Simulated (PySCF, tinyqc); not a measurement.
Inside a calculation. Method: RHF in the sto-3g basis, for HF, spin multiplicity 1. The lowest restricted solution is unstable here: a spin-polarised one lies 0.0024 hartree lower (PySCF). One step of it, computed by the program tinyqc.

Problem. Orthogonalisation. S = U s U^T; symmetric (Loewdin) form X = U s^(-1/2) U^T, so that X^T S X = 1.

overlap S, lower triangle:
```
,1F 1s,1F 2s,1F 2px,1F 2py,1F 2pz,2H 1s
1F 1s,1.000000
1F 2s,0.237990,1.000000
1F 2px,0.000000,0.000000,1.000000
1F 2py,0.000000,0.000000,0.000000,1.000000
1F 2pz,0.000000,0.000000,0.000000,0.000000,1.000000
2H 1s,0.022453,0.259972,0.000000,0.000000,0.229049,1.000000
```

Give: eigenvalues of S; X.

Solution.

eigenvalues of S: 0.6124  0.8525  1.0000  1.0000  1.1275  1.4076

X, lower triangle:
```
,1F 1s,1F 2s,1F 2px,1F 2py,1F 2pz,2H 1s
1F 1s,1.0226
1F 2s,-0.1268,1.0515
1F 2px,0.0000,0.0000,1.0000
1F 2py,0.0000,0.0000,0.0000,1.0000
1F 2pz,-0.0029,0.0252,0.0000,0.0000,1.0216
2H 1s,0.0140,-0.1439,0.0000,0.0000,-0.1241,1.0499
```
